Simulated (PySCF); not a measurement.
# Peak assignment

Numbering as in the mapped SMILES `[CH2:1]=[CH:2]/[N:3]=[CH:4]\[CH3:5]` (H(Xn): hydrogen on atom n). Ha(C1) is cis to N3; Hb(C1) is trans to N3.

No solvent model, non-relativistic Hamiltonian, fast rotation and ring inversion assumed for equivalent nuclei, single conformer. Shielding tensors at KT3/pcSseg-2 (GIAO); structure optimised with PBE0-D3(BJ)/def2-SVP; spin–spin couplings from B3LYP/pcJ-1 (spin–dipole term only in couplings to heteroatoms); PySCF 2.14.

Chemical shifts δ = σref − σ; $^{13}$C (181.31 ppm), $^{1}$H (31.35 ppm) against TMS, all at this level.

(1) Assign these signals to the numbered atoms. $^{13}$C{$^{1}$H} NMR (computed): δ 156.2 (CH), 144.0 (CH), 91.8 (CH2), 18.7 (CH3).

(2) Assign these signals to the numbered atoms. $^{1}$H NMR (500 MHz, computed): δ 7.62 (qd, J = 6.1, 2.7 Hz, 1H), 7.03 (d of d of quint, J = 16.7, 10.0, 2.4 Hz, 1H), 4.22 (dd, J = 10.0, 1.3 Hz, 1H), 4.01 (dd, J = 16.7, 1.3 Hz, 1H), 2.04 (dd, J = 6.1, 2.3 Hz, 3H).

## Answers

(1) 
| δ (ppm) | atoms | environment | reason |
| --- | --- | --- | --- |
| 156.2 | C4 | C=N carbon | – |
| 144.0 | C2 | alkene CH | an sp2 carbon of a C=C bond |
| 91.8 | C1 | terminal =CH2 carbon | – |
| 18.7 | C5 | methyl carbon | aliphatic region, no heteroatom directly attached |

(2) 
| δ (ppm) | atoms | environment | reason |
| --- | --- | --- | --- |
| 7.62 | H(C4) | hydrogen on a C=N carbon | – |
| 7.03 | H(C2) | hydrogen on an alkene CH | attached to an sp2 carbon and in the plane of the double bond |
| 4.22 | Hb(C1) | hydrogen on a terminal =CH2 carbon | a vinylic proton, deshielded by the sp2 carbon and the C=C anisotropy |
| 4.01 | Ha(C1) | hydrogen on a terminal =CH2 carbon | – |
| 2.04 | H(C5) | hydrogen on a methyl carbon | – |

Multiplet labels drop couplings under 1 Hz and merge nearly equal ones. Unscaled 3J(H,H) at this level run about 10 % above measured values. Shifts are as computed, not scaled to solution data. Of 1211 compounds with measured shifts, 218 miss one by over three times the rms of a fit or turn the order of signals round; such compounds aren't used in these exercises.
